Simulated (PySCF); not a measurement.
Bond curve of BP⁺

Set-up: B def2-TZVP, P def2-TZVP; no relativity (PySCF 2.14). Energies in eV from B⁺ + P in their ground configurations at the same level. State: ⁴Σ⁻ (quartet), unpaired electrons σ ↑, π ↑↑.

All columns are PBE0. A positive dipole points towards P; it is taken about the centre of mass and depends on that origin.

| R (Å) | E (eV) | μ (D) | Mulliken charge on B (basis-dependent) | HOMO (eV) | LUMO (eV) | Mayer bond order | ⟨S²⟩ |
| --- | --- | --- | --- | --- | --- | --- | --- |
| 1.594 | -2.084 | -0.98 | 0.41 | -15.28 | -12.25 | 1.85 | 3.75 |
| 1.669 | -2.606 | -1.15 | 0.43 | -15.29 | -11.99 | 1.82 | 3.75 |
| 1.743 | -2.887 | -1.33 | 0.44 | -15.29 | -11.74 | 1.79 | 3.75 |
| 1.798 | -2.982 | -1.47 | 0.45 | -15.29 | -11.56 | 1.75 | 3.75 |
| 1.854 | -3.005 | -1.60 | 0.45 | -15.28 | -11.40 | 1.72 | 3.75 |
| 1.910 | -2.973 | -1.73 | 0.46 | -15.26 | -11.24 | 1.67 | 3.75 |
| 1.984 | -2.873 | -1.91 | 0.46 | -15.22 | -11.04 | 1.59 | 3.76 |
| 2.076 | -2.695 | -2.11 | 0.47 | -14.99 | -10.82 | 1.47 | 3.76 |
| 2.188 | -2.455 | -2.36 | 0.49 | -14.73 | -10.64 | 1.31 | 3.76 |
| 2.336 | -2.147 | -2.71 | 0.52 | -14.44 | -10.69 | 1.09 | 3.77 |

A fit through these points gives, at Re = 1.846 Å, μ = -1.58 D and dμ/dR = -2.41 D/Å; the reduced mass is 8.122 u.

Task: How strong is the fundamental in the double-harmonic approximation, I = 42.26·(dμ/dR)²/μred km/mol?

Result: I = 42.26·(-2.41)²/8.122 = 30.2 km/mol at PBE0.

For an ion De counts to the pair picked by the measured ionisation energies or electron affinities, which need not be the lowest pair at this level. The state is the lowest determinant that a PBE0 search found; another state may lie lower at other levels.
